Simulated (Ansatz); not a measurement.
A made-up structure of CH3NaS, singlet:

```csv
atom,x (Å),y (Å),z (Å)
C1,-0.1689,-1.2224,0.5271
S2,-0.4131,0.3317,-0.3919
Na3,1.9745,-1.0869,1.6205
H4,-1.6244,0.2831,-1.0084
H5,0.5306,0.5123,-1.3545
H6,-0.4123,1.4181,0.4262
```

It is relaxed with PBE-D4/def2-SVP and then PBE0-D4/def2-TZVP (Ansatz 0.2.0). Atoms count as bonded within 1.22 times the sum of their covalent radii (H–H: 0.88 Å). The end point is not checked to be a true minimum.

Task: Does its bonding change? (Judge from chemistry; the calculation decides.)

Result: By the calculation: No: no bond forms or breaks.

Where it ends: The first stage lowers the energy by 2.23 eV in 10 steps. It ends as CH₃NaS ([Na][C][SH3]):
C1  (0.550, -0.608, 0.606)
S2  (-0.259, 0.311, -0.298)
Na3  (1.697, -1.903, 1.882)
H4  (-1.547, 0.020, -0.837)
H5  (0.154, 0.794, -1.574)
H6  (-0.709, 1.621, 0.040)
(Å)

Labels in which every atom is bracketed show which atoms are joined, not bond orders.

For scale, one of the runs: PBE0-D4/def2-TZVP relaxation, 118 basis functions, launched by `ansatz run in.yaml --threads 2 --pin off --events-out ev --progress --plain --max-ram 4352MiB`. The run took about 29 s on 2 CPU threads of an AMD EPYC 7B13 (shared host).
